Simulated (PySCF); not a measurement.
Compound: C₄H₅ (charge +1).
SMILES: `C[C+]1C=C1`

The closed-shell ground state was solved at several levels (PySCF, density fitting, gas phase, non-relativistic). Geometry: PBE0-D3(BJ)/def2-SVP; no solvent, vibrations or thermal averaging.

| level | basis functions | HOMO (eV) | LUMO (eV) | gap (eV) |
| --- | --- | --- | --- | --- |
| wB97X-D/def2-SVPD | 120 | -17.74 | -5.27 | 12.47 |
| wB97X-D/pcSseg-2 | 214 | -17.69 | -5.24 | 12.45 |
| PBE0/pcSseg-1 | 93 | -15.86 | -7.22 | 8.64 |

Q: What might B3LYP/pcJ-1 (158 basis functions) give for the same quantities?

A: HOMO -15.65 eV, LUMO -7.48 eV, gap 8.17 eV.

Q: Over all these levels, which gives the widest orbital gap and which the narrowest?

A: wB97X-D/def2-SVPD (range-separated hybrid) has the widest, 12.47 eV, and B3LYP/pcJ-1 (global hybrid, 20 % exact exchange) the narrowest, 8.17 eV. Functional and basis both differ between the two, so the spread mixes both effects.
